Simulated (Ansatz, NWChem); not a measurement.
OH−: a line through the functionals

OH− has 2 atoms, charge -1, and is taken as a singlet. As SMILES, `[OH-]`. Geometry: relaxed at PBE0-D4/def2-TZVPD.

The HOMO–LUMO gap y, in eV, basis aug-cc-pVTZ; a is the functional's share of exact exchange. Programs: Ansatz 0.2.0, NWChem 7.3.0.

```
functional  program     a  y (eV)
       PBE   Ansatz     0    1.49
      TPSS   NWChem     0    1.55
     B3LYP   Ansatz   0.2    2.85
   r2SCAN0   Ansatz  0.25       ?
      PBE0   Ansatz  0.25    3.21
     BHLYP   Ansatz   0.5    4.85
```

Question: Fit y = c + s·a to the known rows and predict r2SCAN0.

Answer: 
1. Means of the 5 rows: a = 0.1900, y = 2.790.
2. Σ(Δa)² = 0.172, Σ(Δa·Δy) = 1.147, so the slope is 1.147/0.172 = 6.6686.
3. Intercept: 2.790 − (6.6686) × 0.1900 = 1.523. The largest residual of the fit is 0.033.
4. r2SCAN0: 1.523 + (6.6686) × 0.25 = 3.19 eV.

The run gave 3.63 eV, so the prediction is off by -0.44 eV, more than the scatter of the fit. Exact exchange lowers occupied levels and raises empty ones. The rows mix families of semi-local functionals, which the line can't see.
